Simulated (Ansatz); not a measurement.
# One shape, several levels: NCO (nco radical)

Aim: a comparison of 6 runs (U-r2SCAN/STO-3G, UCAM-B3LYP/STO-3G, UHSE06/STO-3G, UPBE0/STO-3G, UMP2/STO-3G, UCCSDT(Q)/STO-3G) of NCO (nco radical). 

The calculation is run with Ansatz 0.2.0.

66 further runs of the same task are left out: 13 that didn't finish, 53 set aside as unsound or not needed.

**1. Starting point**

NCO: 3 atoms, total charge 0, spin state doublet. As SMILES, `[N]=C=O`. The O3–C2 distance was set to 1.756 Å, away from the relaxed value.

Bond lengths: N1–C2 1.222 Å. A long bond or contact: C2–O3 1.756 Å.

**2. A single-point energy at U-r2SCAN/STO-3G (run 1)**

input.yaml reads:

```yaml
crystal:
  periodic: [false, false, false]
  atoms:
    - {symbol: "N", position_ang: [1.438470, 0.628637, 0.860532]}
    - {symbol: C, position_ang: [0.456470, 0.199537, 0.273032]}
    - {symbol: O, position_ang: [-0.954400, -0.417100, -0.571000]}
basis:
  gaussian:
    orbitals: STO-3G
accuracy: high
hamiltonian:
  xc: r2scan
magnetization:
  spin_polarized: true
  initial_magnetization: 1
```

On the command line:

```bash
$ ansatz run input.yaml --threads 1 --pin off --max-ram 2610MiB --events-out events.jsonl --progress --plain --runs-dir runs
```

Log:

```text
Warning: RAYON_NUM_THREADS=1 ignored (pool sized by the plan → 1); use --threads N
Functional definition: r2SCAN
  name "r2SCAN"
  parameter k0 = 0.174
  parameter k1 = 0.065
  parameter a1 = 4.9479
  exchange = r2scan_x(k0 = k0, k1 = k1, a1 = a1)
  correlation = r2scan_c
245 factors; integrals over basis functions are off by at most 4.9e-8 eV
mean field evaluation 1: about -4504.2611 eV, gradient 2.1e1 eV
mean field evaluation 2: about -4445.0481 eV, gradient 1.0e2 eV
mean field evaluation 4: about -4506.0925 eV, gradient 8.1e0 eV
mean field evaluation 8: about -4506.5914 eV, gradient 9.7e-2 eV
mean field evaluation 16: about -4506.5917 eV, gradient 2.5e-5 eV
mean field evaluation 32: about -4506.5917 eV, gradient 2.3e-5 eV
mean field -4506.59166306 eV, -165.6141889401 hartree, gradient 3.7e-8 eV, S^2 0.764988; 1 other end points of the search recorded, 0 dependent functions left out
reference -4506.59166333 eV, -165.6141889497 hartree; 11, 10 occupied and 4, 5 virtual orbitals, 245 factors
Total energy: -4506.59166333 eV, -165.6141889497 hartree
```

It took 12 s on 1 thread of Intel Xeon Platinum 8375C at 2.90GHz (Ice Lake), shared host; peak memory 0.18 GiB.

**3. The energy at UCAM-B3LYP/STO-3G (run 2)**

job.yaml reads:

```yaml
crystal:
  periodic: [false, false, false]
  atoms:
    - symbol: N
      position_ang: [1.438470, 0.628637, 0.860532]
    - symbol: C
      position_ang: [0.456470, 0.199537, 0.273032]
    - symbol: O
      position_ang: [-0.954400, -0.417100, -0.571000]
basis:
  gaussian:
    orbitals: STO-3G
hamiltonian:
  xc: {name: CAM-B3LYP}
accuracy: high
magnetization:
  spin_polarized: true
  initial_magnetization: 1
```

On the command line:

```bash
$ ansatz run job.yaml --threads 1 --pin off --max-ram 2610MiB --events-out events.jsonl --progress --plain --runs-dir runs
```

Log:

```text
Warning: RAYON_NUM_THREADS=1 ignored (pool sized by the plan → 1); use --threads N
Functional definition: CAM-B3LYP
  name "CAM-B3LYP"
  parameter alpha = 0.19
  parameter beta = 0.46
  parameter omega = 0.33/bohr
  parameter ac = 0.81
  exchange = (1 - alpha - beta)*b88_x + beta*b88_x_sr(omega) + alpha*exact_x + beta*exact_x_lr(omega)
  correlation = (1 - ac)*vwn5_c + ac*lyp_c
245 factors; integrals over basis functions are off by at most 4.9e-8 eV
131 factors; integrals over basis functions are off by at most 8.3e-10 eV
mean field evaluation 1: about -4502.5842 eV, gradient 2.3e1 eV
mean field evaluation 2: about -4493.4331 eV, gradient 4.9e1 eV
mean field evaluation 4: about -4505.5800 eV, gradient 1.2e0 eV
mean field evaluation 8: about -4505.5365 eV, gradient 7.5e-2 eV
mean field evaluation 16: about -4505.5369 eV, gradient 2.1e-4 eV
mean field evaluation 32: about -4505.5367 eV, gradient 7.2e-3 eV
mean field -4505.53694159 eV, -165.5754286406 hartree, gradient 2.6e-8 eV, S^2 0.771212; 3 other end points of the search recorded, 0 dependent functions left out
reference -4505.53695013 eV, -165.5754289545 hartree; 11, 10 occupied and 4, 5 virtual orbitals, 245 factors
Total energy: -4505.53695013 eV, -165.5754289545 hartree
```

It took 11 s on 1 thread of Intel Xeon Platinum 8375C at 2.90GHz (Ice Lake), shared host; peak memory 0.12 GiB.

**4. The energy at UHSE06/STO-3G (run 3)**

job.yaml reads:

```yaml
crystal:
  periodic: [false, false, false]
  atoms:
    - {symbol: "N", position_ang: [1.438470, 0.628637, 0.860532]}
    - {symbol: C, position_ang: [0.456470, 0.199537, 0.273032]}
    - {symbol: O, position_ang: [-0.954400, -0.417100, -0.571000]}
basis:
  gaussian:
    orbitals: STO-3G
magnetization:
  spin_polarized: true
  initial_magnetization: 1
hamiltonian:
  xc: {name: HSE06}
accuracy: high
```

On the command line:

```bash
$ ansatz run job.yaml --threads 1 --pin off --max-ram 2610MiB --events-out events.jsonl --progress --plain --runs-dir runs
```

Log:

```text
Warning: RAYON_NUM_THREADS=1 ignored (pool sized by the plan → 1); use --threads N
Functional definition: HSE06
  name "HSE06"
  parameter a = 0.25
  parameter omega = 0.11/bohr
  exchange = pbe_x - a*pbe_x_sr(omega) + a*exact_x_sr(omega)
  correlation = pbe_c
245 factors; integrals over basis functions are off by at most 4.9e-8 eV
46 factors; integrals over basis functions are off by at most 3.7e-10 eV
mean field evaluation 1: about -4500.9311 eV, gradient 2.1e1 eV
mean field evaluation 2: about -4472.9353 eV, gradient 7.6e1 eV
mean field evaluation 4: about -4503.2710 eV, gradient 4.0e0 eV
mean field evaluation 8: about -4503.3608 eV, gradient 5.0e-2 eV
mean field evaluation 16: about -4503.3609 eV, gradient 3.6e-5 eV
mean field evaluation 32: about -4503.3609 eV, gradient 1.8e-3 eV
mean field -4503.36093468 eV, -165.4954618618 hartree, gradient 3.1e-8 eV, S^2 0.769892; 1 other end points of the search recorded, 0 dependent functions left out
reference -4503.36093562 eV, -165.4954618965 hartree; 11, 10 occupied and 4, 5 virtual orbitals, 245 factors
Total energy: -4503.36093562 eV, -165.4954618965 hartree
```

It took 8.1 s on 1 thread of Intel Xeon Platinum 8375C at 2.90GHz (Ice Lake), shared host; peak memory 0.12 GiB.

Runs 4 to 5 aren't shown in full; the table further down has their settings and results.

**5. A single-point energy at UCCSDT(Q)/STO-3G (run 6)**

molecule.yaml reads:

```yaml
crystal:
  periodic: [false, false, false]
  atoms:
    - {symbol: N, position_ang: [1.438470, 0.628637, 0.860532]}
    - {symbol: C, position_ang: [0.456470, 0.199537, 0.273032]}
    - {symbol: O, position_ang: [-0.954400, -0.417100, -0.571000]}
basis:
  gaussian: {orbitals: STO-3G}
correlation: {method: ccsdt_q, frozen_orbitals: {C: 1, "N": 1, O: 1}}
accuracy: high
magnetization: {spin_polarized: true, initial_magnetization: 1}
scf: {omitted_lower_state_checks: [cluster_reference, increment]}
```

On the command line:

```bash
$ ansatz run molecule.yaml --threads 1 --pin off --max-ram 2610MiB --events-out events.jsonl --progress --plain --runs-dir runs
```

Log:

```text
Warning: RAYON_NUM_THREADS=1 ignored (pool sized by the plan → 1); use --threads N
Functional definition: HF
  name "HF"
  exchange = exact_x
  correlation = 0
these checks for a lower state are left out or cut short: cluster_reference, increment
245 factors; integrals over basis functions are off by at most 4.9e-8 eV
mean field evaluation 1: about -4480.2279 eV, gradient 2.4e1 eV
mean field evaluation 2: about -4480.2508 eV, gradient 2.4e1 eV
mean field evaluation 4: about -4485.0487 eV, gradient 4.0e0 eV
mean field evaluation 8: about -4485.1464 eV, gradient 8.8e-1 eV
mean field evaluation 16: about -4486.2610 eV, gradient 1.1e-1 eV
mean field evaluation 32: about -4485.2735 eV, gradient 2.9e-1 eV
mean field evaluation 64: about -4486.2612 eV, gradient 1.8e-7 eV
mean field -4486.26123676 eV, -164.8670595539 hartree, gradient 6.8e-8 eV, S^2 1.866652; 5 other end points of the search recorded, 0 dependent functions left out
3 core orbitals not correlated: weight in the atoms' cores, before any rotation towards them, 1.000 or more for the frozen orbitals, at most 0.000 for the correlated occupied ones
reference -4486.26123676 eV, -164.8670595539 hartree; 8, 7 occupied and 4, 5 virtual orbitals, 245 factors
second order -2.67512988 eV of doubles, -0.00000000 eV of singles
cycle   1  -3.06850807 eV  change   -3.9e-1 eV  update   1.2e-1
cycle   2  -3.96615396 eV  change   -9.0e-1 eV  update   8.9e-2
cycle   3  -4.94768507 eV  change   -9.8e-1 eV  update   6.6e-2
cycle   4  -5.09650585 eV  change   -1.5e-1 eV  update   3.0e-2
cycle   5  -5.16448911 eV  change   -6.8e-2 eV  update   1.8e-2
cycle   6  -5.22598784 eV  change   -6.1e-2 eV  update   9.6e-3
cycle   7  -5.26252529 eV  change   -3.7e-2 eV  update   7.2e-3
cycle   8  -5.25568308 eV  change    6.8e-3 eV  update   4.2e-3
cycle   9  -5.28646146 eV  change   -3.1e-2 eV  update   2.4e-3
cycle  10  -5.28506902 eV  change    1.4e-3 eV  update   1.4e-3
cycle  11  -5.28317018 eV  change    1.9e-3 eV  update   9.4e-4
cycle  12  -5.28140795 eV  change    1.8e-3 eV  update   7.4e-4
cycle  13  -5.28136177 eV  change    4.6e-5 eV  update   4.0e-4
cycle  14  -5.28119053 eV  change    1.7e-4 eV  update   2.0e-4
cycle  15  -5.28197196 eV  change   -7.8e-4 eV  update   1.2e-4
cycle  16  -5.28226090 eV  change   -2.9e-4 eV  update   5.5e-5
cycle  17  -5.28233856 eV  change   -7.8e-5 eV  update   3.7e-5
cycle  18  -5.28230015 eV  change    3.8e-5 eV  update   2.2e-5
cycle  19  -5.28225412 eV  change    4.6e-5 eV  update   1.4e-5
cycle  20  -5.28222638 eV  change    2.8e-5 eV  update   8.4e-6
cycle  21  -5.28223262 eV  change   -6.2e-6 eV  update   4.8e-6
cycle  22  -5.28224603 eV  change   -1.3e-5 eV  update   3.2e-6
cycle  23  -5.28225041 eV  change   -4.4e-6 eV  update   2.2e-6
cycle  24  -5.28225141 eV  change   -1.0e-6 eV  update   1.3e-6
cycle  25  -5.28224709 eV  change    4.3e-6 eV  update   8.3e-7
cycle  26  -5.28224552 eV  change    1.6e-6 eV  update   6.1e-7
cycle  27  -5.28224472 eV  change    8.0e-7 eV  update   5.5e-7
cycle  28  -5.28224498 eV  change   -2.6e-7 eV  update   3.2e-7
cycle  29  -5.28224508 eV  change   -1.0e-7 eV  update   2.4e-7
cycle  30  -5.28224638 eV  change   -1.3e-6 eV  update   1.9e-7
cycle  31  -5.28224736 eV  change   -9.8e-7 eV  update   9.8e-8
cycle  32  -5.28224772 eV  change   -3.5e-7 eV  update   6.1e-8
cycle  33  -5.28224776 eV  change   -4.8e-8 eV  update   3.1e-8
cycle  34  -5.28224775 eV  change    1.3e-8 eV  update   2.2e-8
cycle  35  -5.28224775 eV  change   -2.8e-9 eV  update   1.1e-8
cycle  36  -5.28224774 eV  change    1.2e-8 eV  update   5.4e-9
cycle  37  -5.28224776 eV  change   -1.6e-8 eV  update   3.3e-9
cycle  38  -5.28224777 eV  change   -1.1e-8 eV  update   1.9e-9
cycle  39  -5.28224777 eV  change   -2.7e-9 eV  update  9.7e-10
cycle  40  -5.28224777 eV  change  -4.1e-10 eV  update  6.8e-10
cycle  41  -5.28224777 eV  change   5.1e-10 eV  update  3.5e-10
perturbative correction -0.06707582 eV, -0.0024649909 hartree
Total energy: -4491.61056035 eV, -165.0636435700 hartree
Checks for a lower state left out: cluster_reference, increment
```

Wall time 5.4 s (1 thread of Intel Xeon Platinum 8375C at 2.90GHz (Ice Lake), shared host); peak memory 0.18 GiB.

**6. The series**

```
run              level  frozen core orbitals  energy (Eh)   ⟨S²⟩  wall time
  1    U-r2SCAN/STO-3G                     –  -165.614189  0.765       12 s
  2  UCAM-B3LYP/STO-3G                     –  -165.575429  0.771       11 s
  3      UHSE06/STO-3G                     –  -165.495462  0.770      8.1 s
  4       UPBE0/STO-3G                     –  -165.502612  0.770      9.3 s
  5        UMP2/STO-3G                     3  -164.965369  1.867     0.34 s
  6   UCCSDT(Q)/STO-3G                     3  -165.063644  1.867      5.4 s
```

**7. What came out**

```
                                          quantity          value
                               run 6: total energy  -165.06364 Eh
run 6: correlation energy (3 core orbitals frozen)     -196.6 mEh
          run 6: ⟨S²⟩ of the reference determinant          1.867
                              run 6: T1 diagnostic          0.095
```

**Reading.** Totals of different functionals can't be ranked against each other. In runs 1, 2, 3, 4, 5, 6 the basis is minimal, so the values are rough. Spin contamination of the reference: run 5 ⟨S²⟩ = 1.87, run 6 ⟨S²⟩ = 1.87. Where it is this large, the reference is a mixture of spin states, and values that rest on it are in doubt. All runs together took 47 s, the longest 12 s.
